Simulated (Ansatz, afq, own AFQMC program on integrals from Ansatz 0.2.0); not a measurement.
AFQMC on a folder of integrals that Ansatz 0.2.0 wrote.

```yaml
crystal:
  periodic: [false, false, false]
  atoms:
    - {symbol: B, position_ang: [0.000000, 0.050359, 0.739783]}
    - {symbol: C, position_ang: [0.000000, -0.101482, -0.748988]}
    - {symbol: H, position_ang: [0.000000, 1.148901, 1.227395]}
    - {symbol: H, position_ang: [0.000000, -0.908685, 1.455152]}
    - {symbol: H, position_ang: [0.000000, 0.428910, -1.692336]}
basis:
  gaussian: {orbitals: cc-pVDZ}
magnetization: {spin_polarized: false}
correlation: {method: ccsd_t, electrons: outside_noble_gas, hamiltonian_folder: ham}
```

```sh
$ ansatz run in.yaml --threads 1 --pin off --events-out ev --progress --plain --max-ram 24576MiB --backend cuda --devices 0, --max-vram 18GiB
```

Options of the walk:

```
--method phaseless --trial mp1 --walkers 160 --populations 1 --least-time 40 --time-step 0.05 --steps-per-block 5 --equilibration-blocks 120 --max-blocks 800 --target-error 0.00076 --factor-cut 1e-06 --seed 6614 --taylor-order 2
```

Times are imaginary, in 1/Eh. The walk had a cap of 60 s.

```
orbitals 41  electrons 5 5  factors 375 of 394
reference energy -64.14501273 Eh
CCSD correlation -0.23688091 Eh in 15 cycles, weight of the determinant in the CISD state 0.8565
energy of the start -64.342001 Eh
 block  time / (1/Eh)  mean weight  energy / Eh
     1     0.250  1.0461  -64.353684
     2     0.500  1.0360  -64.363792
     3     0.750  1.0215  -64.369573
     4     1.000  1.0256  -64.376864
     5     1.250  1.0153  -64.379819
    10     2.500  1.0208  -64.388624
    29     7.250  0.9882  -64.387563
    43    10.750  0.9860  -64.400320
    78    19.500  0.9982  -64.392333
   113    28.250  0.9973  -64.404062
   148    37.000  1.0015  -64.396862
   162    40.500  1.0047  -64.410563
   183    45.750  0.9988  -64.403168
   218    54.500  1.0002  -64.401659
   253    63.250  0.9866  -64.401176
   288    72.000  0.9959  -64.396317
blocks merged  error / Eh  count
     1  0.000368  170
     2  0.000467  85
     4  0.000572  42
     8  0.000631  21
    16  0.000706  10
energy -64.398969 +/- 0.000631 Eh
(rows thinned)
```

The run passed its tests (sampling time, drift between the halves within three errors, error under three times the target), which doesn't prove that it has relaxed.

Against this walk (error 17.2 meV) on the same determinant: CCSD(T) 228.9 meV higher, CCSDT(Q) 163.4 meV higher, CCSDTQ 165.4 meV higher, a separate phaseless walk with a CISD trial and standard settings 169.1 ± 17.8 meV higher. The error is statistical and leaves out the bias of the constraint.

A setting was made bad on purpose (series of the exponential too short), so the walk's energy isn't to be trusted.

Cautions: constraint bias not in the error; another spin lies lower (by 360 meV); restricted determinant unstable towards unrestricted (UHF 766 meV lower, ⟨S²⟩ 0.93); strong correlation (T1 0.036, weight of the determinant 0.86, largest double 0.10); the time-step error isn't removed.

CCSDT and higher add their correlation energy to the determinant of the CCSD(T) run, since their own runs factorise the integrals more tightly (a shift of under 2 meV). A walk keeps the symmetry of its determinant, which the program's search chose and which needn't be the lowest solution, so a lower state of the same spin and another symmetry isn't excluded.
